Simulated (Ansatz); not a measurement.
I need a composite energy at a relaxed geometry of CH3Cl, SMILES CCl. Use the Ansatz DFT code, driven from Python. Settings (for the species named): B3LYP, def2-SVP basis, multiplicity 1, D3BJ dispersion.

`composite.py`
```python
"""A composite energy for CH3Cl: DFT geometry, MP2 basis limit, coupled-cluster correction."""

import itertools

import ansatz
from ase.data import atomic_numbers, covalent_radii
import numpy as np
from rdkit import Chem
from rdkit.Chem import AllChem


def main() -> None:
    # a force-field geometry from the SMILES
    rd = Chem.AddHs(Chem.MolFromSmiles("CCl"))
    AllChem.EmbedMolecule(rd, randomSeed=616)
    AllChem.UFFOptimizeMolecule(rd)
    system = ansatz.Crystal.molecule()
    for atom, xyz in zip(rd.GetAtoms(), rd.GetConformer().GetPositions()):
        system = system.atom(atom.GetSymbol(), xyz.round(5).tolist())

    setup = (
        system.calculation()
        .basis(gaussian="def2-SVP")
        .functional("B3LYP", dispersion="d3bj")
    )
    symbols = [site.symbol for site in system.cartesian_sites]
    start = np.array([site.position_ang for site in system.cartesian_sites], dtype=float)
    report = setup.relax(force_tolerance=0.01, max_steps=100).run().report
    end = np.array(report["positions_ang"])
    # pairs closer than 1.2 times the sum of covalent radii, before or after
    radius = [covalent_radii[atomic_numbers[s]] for s in symbols]
    span = lambda where, i, j: np.linalg.norm(where[i] - where[j])
    bonded = [(i, j) for i, j in itertools.combinations(range(len(symbols)), 2) if min(span(start, i, j), span(end, i, j)) < 1.2 * (radius[i] + radius[j])]
    print("pair        before    after (A)")
    for i, j in bonded:
        print(f"{symbols[i]}{i}-{symbols[j]}{j}".ljust(10), f"{span(start, i, j):8.4f} {span(end, i, j):8.4f}")
    for first, second in list(itertools.combinations(bonded, 2)):
        shared = set(first) & set(second)
        if shared and symbols[(j := shared.pop())] != "H":
            i, k = sorted((set(first) | set(second)) - {j})
            u, v = end[i] - end[j], end[k] - end[j]
            angle = np.degrees(np.arccos(np.clip(u @ v / np.linalg.norm(u) / np.linalg.norm(v), -1, 1)))
            print(f"final angle {symbols[i]}{i}-{symbols[j]}{j}-{symbols[k]}{k}: {angle:.2f} deg")

    minimum = ansatz.Crystal.molecule()
    for symbol, place in zip(symbols, end):
        minimum = minimum.atom(symbol, place.tolist())
    at_minimum = minimum.calculation()
    # MP2 extrapolated to the basis limit, plus the small-basis difference CCSD(T) - MP2
    level = lambda method, basis: at_minimum.basis(gaussian=basis).correlation(method).run().report
    small, large, cluster = level("mp2", "cc-pVDZ"), level("mp2", "cc-pVTZ"), level("ccsd_t", "cc-pVDZ")
    corr = lambda each: (each["free_energy_ev"] - each["reference_energy_ev"]) / 27.211386246
    mp2_limit = (27 * corr(large) - 8 * corr(small)) / 19
    pieces = {"HF / cc-pVTZ": large["reference_energy_ev"] / 27.211386246, "MP2 correlation, DZ-TZ limit": mp2_limit, "CCSD(T) - MP2 / cc-pVDZ": corr(cluster) - corr(small)}
    for name, value in pieces.items():
        print(f"{name:32s} {value:14.6f} Ha")
    print(f"{'sum':32s} {sum(pieces.values()):14.6f} Ha")
    print("T1 diagnostic", round(cluster["correlation"]["coupled_cluster"]["t1_diagnostic"], 4))


if __name__ == "__main__":
    main()
```

```console
$ python composite.py
pair        before    after (A)
C0-Cl1       1.7780   1.7943
C0-H2        1.1094   1.0974
C0-H3        1.1094   1.0974
C0-H4        1.1094   1.0974
final angle Cl1-C0-H2: 108.92 deg
final angle Cl1-C0-H3: 108.92 deg
final angle Cl1-C0-H4: 108.92 deg
final angle H2-C0-H3: 110.02 deg
final angle H2-C0-H4: 110.02 deg
final angle H3-C0-H4: 110.02 deg
HF / cc-pVTZ                        -499.146947 Ha
MP2 correlation, DZ-TZ limit          -0.409480 Ha
CCSD(T) - MP2 / cc-pVDZ               -0.037214 Ha
sum                                 -499.593640 Ha
T1 diagnostic 0.0072
```

Reading the output:
- Total energies depend on the basis set; only differences at equal settings carry meaning.
- The sum leaves out core correlation, relativity, the Hartree-Fock basis error and zero-point energy; a DZ-TZ extrapolation is rough.
- b3lyp holds the VWN-RPA fit, as in Gaussian; the form of ORCA and Turbomole is b3lyp5.
- Inner cores stay frozen, so this is valence correlation.
- For Al to Cl the sets with a tight d function, cc-pV(X+d)Z, are usual.
- An extrapolation from small basis sets is rough.
- Run time: 6.9 s on 1 thread of Arm Neoverse V2 (shared host), peak memory 0.26 GiB.
